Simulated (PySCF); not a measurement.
Dipole moment and polarisability across levels of theory

Species: thiirane, C2H4S.
Atom-mapped SMILES: `[CH2:1]1[CH2:2][S:3]1` (hydrogens: H4, H5 on C1; H6, H7 on C2)

PySCF, dipoles from the SCF density, polarisabilities from static response with core orbitals frozen. Geometry: PBE0-D3(BJ)/def2-SVP; no solvent, vibrations or thermal averaging.

How do dipole and polarisability depend on functional and basis here?

```
              level  μ (D)  error (%)  α (Å³)  error (%)  anisotropy (Å³)
      LDA/def2-SVPD  1.854       +0.2    6.72       -2.8             1.68
      PBE/def2-SVPD  1.859       +0.5    6.66       -3.6             1.68
    B3LYP/def2-SVPD  1.890       +2.2    6.56       -5.0             1.70
     PBE0/def2-SVPD  1.942       +5.0    6.48       -6.2             1.67
BHandHLYP/def2-SVPD  1.980       +7.0    6.40       -7.4             1.71
CAM-B3LYP/def2-SVPD  1.921       +3.8    6.48       -6.3             1.67
  wB97X-D/def2-SVPD  1.997       +7.9    6.44       -6.8             1.67
  LC-wPBE/def2-SVPD  1.978       +6.9    6.29       -8.9             1.60
       HF/def2-SVPD  2.172      +17.4    6.30       -8.8             1.75
        PBE0/6-31G*  2.095      +13.2    5.05      -26.8             1.85
       PBE0/6-31+G*  2.111      +14.1    5.72      -17.2             1.67
      PBE0/def2-SVP  1.867       +0.9    5.00      -27.7             1.74
   PBE0/aug-cc-pVDZ  1.955       +5.7    6.53       -5.6             1.79
     PBE0/def2-TZVP  1.911       +3.3    5.93      -14.2             1.95
    PBE0/def2-TZVPD  1.893       +2.3    6.63       -4.1             1.73
   PBE0/aug-cc-pVTZ  1.910       +3.3    6.63       -4.0             1.74
```

Reference dipole: 1.850 D (measured, gas; NIST CCCBDB Release 22 (SRD 101), experimental dipoles). Reference polarisability: 6.910 Å³ (measured, gas; NIST CCCBDB Release 22 (SRD 101), experimental polarizabilities). The anisotropy is √(½[(α1 − α2)² + (α2 − α3)² + (α3 − α1)²]). For the dipole, the smallest error is 0.2% (LDA/def2-SVPD) and the largest 17.4% (HF/def2-SVPD). For the polarisability, the smallest error is 2.8% (LDA/def2-SVPD) and the largest 27.7% (PBE0/def2-SVP). The dipole runs from 1.85 D (LDA/def2-SVPD) to 2.17 D (HF/def2-SVPD). In one basis (def2-SVPD) the functionals order the polarisability from LC-wPBE (lowest) to LDA (highest), a spread of 7%. With PBE0 the polarisability is 5.33 Å³ without diffuse functions (mean of 6-31G*, def2-SVP and def2-TZVP) and 6.40 Å³ with them (mean of 6-31+G*, def2-SVPD, aug-cc-pVDZ, def2-TZVPD and aug-cc-pVTZ). Measured values can belong to vibrating molecules; the computed ones are for one fixed geometry.
